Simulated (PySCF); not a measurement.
# Magnesium: a sound run and one with changed settings

Sound run: Mg [Ne] 3s2, Mg⁺ [Ne] 3s1. Computed with PySCF 2.14 in x2c-SVPall (4s3p1d, 18 functions), with the spin-free X2C one-electron Hamiltonian (Gaussian nucleus). The sound run starts from symmetry-adapted Hartree-Fock orbitals and uses a fine grid where one is needed.

Changed run: radial step 0.3 in ln r (0.13 in the sound run). This setting is unsound on purpose.

```
species  method  sound run (hartree)  changed run (hartree)  converged
     Mg     UHF           -199.83681             -199.83681        yes
     Mg   B3LYP           -200.32588             -200.32584        yes
     Mg    PBE0           -200.19483             -200.19492        yes
    Mg⁺     UHF           -199.59438             -199.59438        yes
    Mg⁺   B3LYP           -200.04072             -200.04066        yes
    Mg⁺    PBE0           -199.91670             -199.91684        yes
```

Ionisation energy of Mg:

```json
{"method": "UHF", "sound run (eV)": "6.597", "changed run (eV)": "6.597"}
{"method": "B3LYP", "sound run (eV)": "7.760", "changed run (eV)": "7.760"}
{"method": "PBE0", "sound run (eV)": "7.568", "changed run (eV)": "7.567"}
```

A coarse radial grid mis-integrates the density and the exchange-correlation energy, with errors of either sign; Hartree-Fock needs no grid.

For comparison, NIST gives 7.646 eV between the lowest levels.
